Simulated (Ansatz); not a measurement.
# Relative stability

Two relaxed structures of C2H4N (charge -1), closed shell (PBE0-D4/def2-TZVPD; forces vanish, vibrations not checked).

A:

```xyz
7
angstrom
C -0.6751 0.3589 -0.3317
C 0.1135 -0.6250 0.5255
N 1.3857 -0.4275 0.4239
H -1.3699 0.9269 0.3013
H -0.0237 1.0668 -0.8864
H -1.3010 -0.1923 -1.0461
H 1.8704 -1.1078 1.0134
```

B:

```tsv
atom	x (Å)	y (Å)	z (Å)
C1	-0.6709	0.3491	-0.3236
C2	1.3949	-0.4004	0.4028
N3	0.1207	-0.5659	0.4757
H4	-1.3640	0.9159	0.3173
H5	-0.0352	1.0611	-0.8827
H6	-1.2959	-0.2090	-1.0379
H7	1.8681	-1.1758	1.0702
```

Computed with Ansatz 0.2.0 (basis: def2-TZVPPD); correlated methods freeze the cores. B3LYP uses VWN-RPA correlation.

(1) Which structure is lower at CCSD(T), and by how much? (An estimate is asked for; the value comes from the calculation.)

The T1 diagnostic stays at or below 0.020.

Results:

(1) By the calculation: A, by 38.9 kJ/mol (electronic energy, against the other). By their contacts, A is C₂H₄N ([CH3][C][NH]), total charge -1 and B is C₂H₄N ([CH][N][CH3]), total charge -1.

All methods give the same order:

| method | E(B) − E(A) (kJ/mol) |
| --- | --- |
| PBE-D4 | 37.4 |
| r2SCAN-D4 | 39.0 |
| PBE0-D4 | 38.6 |
| B3LYP-D4 | 37.0 |
| wB97M-V | 40.3 |
| HF | 38.1 |
| MP2 | 40.8 |
| CCSD | 38.9 |
| CCSD(T) | 38.9 |

Labels in which every atom is bracketed show which atoms are joined, not bond orders.

For scale, one of the runs: CCSD(T)/def2-TZVPPD, 179 basis functions, launched by `ansatz run in.yaml --threads 2 --pin off --events-out ev --progress --plain --max-ram 4352MiB`. Time: 31 s of wall clock on 2 CPU threads of an Arm Neoverse V1; the host was shared. Peak host memory: 1.8 GiB.
